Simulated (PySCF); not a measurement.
# How methods differ on the ionisation energy of Cl

Cl [Ne] 3s2 3p5 (2P) → Cl⁺ [Ne] 3s2 3p4 (3P), as a difference of total energies. All numbers are calculated (PySCF 2.14, the spin-free X2C one-electron Hamiltonian (Gaussian nucleus), in aug-cc-pCVTZ-DK). Correlated levels: nothing frozen. The calculations carry no spin-orbit coupling.

```
                 method  ionisation energy (eV)
                    UHF                  11.752
    MP2 (all electrons)                  12.772
SCS-MP2 (all electrons)                  12.766
   CCSD (all electrons)                  12.723
CCSD(T) (all electrons)                  12.776
```

Question: How much does correlation contribute at CCSD(T) (all electrons)?

Answer: 12.776 − (11.752) = 1.024 eV, measured against UHF.

Errors of the correlated levels include the incompleteness of this basis.

For comparison: 12.974 eV (measured; NIST levels, between the centres of gravity of the two terms).
